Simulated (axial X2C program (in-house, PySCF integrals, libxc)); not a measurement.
## Potential curves of B₂, without spin–orbit coupling

Computed with an in-house relativistic program for diatomic molecules. Spin-free means the one-electron spin-free X2C Hamiltonian. Basis: B dyall-v3z [7s6p2d1f] (cores contracted in-house); Gaussian nuclei, density fitting, unrestricted open shells. Masses: B 11.009 u.

State: M_S = 2, Λ = 0 (beyond evenly filled blocks: 2 × σα, π+α, π-α). Energies in eV from the lowest point of each curve. Fits are polynomials in 1 − R0/R over 0.85 to 1.23 times the lowest point R0.

```json
{"R (Å)": "1.3198", "CCSD(T)": "", "MP2": "0.9148", "HF": "0.8281"}
{"R (Å)": "1.3805", "CCSD(T)": "0.4267", "MP2": "0.3986", "HF": "0.3303"}
{"R (Å)": "1.4260", "CCSD(T)": "0.1857", "MP2": "0.1660", "HF": "0.1164"}
{"R (Å)": "1.4715", "CCSD(T)": "0.0499", "MP2": "0.0396", "HF": "0.0128"}
{"R (Å)": "1.5170", "CCSD(T)": "0.0000", "MP2": "0.0000", "HF": "0.0000"}
{"R (Å)": "1.5701", "CCSD(T)": "0.0289", "MP2": "0.0419", "HF": "0.0783"}
{"R (Å)": "1.6232", "CCSD(T)": "0.1318", "MP2": "0.1585", "HF": "0.2367"}
{"R (Å)": "1.6915", "CCSD(T)": "0.3453", "MP2": "0.3905", "HF": "0.5306"}
{"R (Å)": "1.7749", "CCSD(T)": "", "MP2": "0.7599", "HF": "0.9882"}
{"R (Å)": "1.8962", "CCSD(T)": "", "MP2": "1.3900", "HF": "1.7727"}
```

Correlated methods: 6 electrons correlated (number of frozen shells: B 1 s), 154 virtual spin orbitals or spinors in MP2.

Occupations by symmetry block were frozen at the best pattern of an incomplete PBE0 search. CCSD and (T) use frozen natural virtuals with an MP2 correction for the truncation; (T) itself is uncorrected, so its De runs slightly low. Other states lie close and PBE0, whose exact exchange favours high spin, may order them wrongly; the determinant shown need not be the ground state. The nearest other spin-free determinant of the search, M_S = 1, Λ = 0, lies 0.61 eV up at the distance of the search. The spin of this state cannot come from the lowest atoms; the curve heads to a higher limit, and no De is given. Coupled cluster ran on the points near the minimum only. MP2 and coupled cluster on one determinant become unreliable at the stretched end.

Q: Fit the CCSD(T) curve near its minimum: give the equilibrium distance and the harmonic wavenumber.

A: At CCSD(T), spin-free: Re = 1.525 Å, ωe ≈ 1260 cm⁻¹; Be follows as 1.32 cm⁻¹.

Q: Fit the MP2 curve near its minimum: give the equilibrium distance and the harmonic wavenumber.

A: At MP2, spin-free: Re = 1.518 Å, ωe ≈ 1290 cm⁻¹; Be follows as 1.33 cm⁻¹.

Q: What are Re and ωe at the HF level?

A: At HF, spin-free: Re = 1.501 Å, ωe ≈ 1380 cm⁻¹; Be follows as 1.36 cm⁻¹.
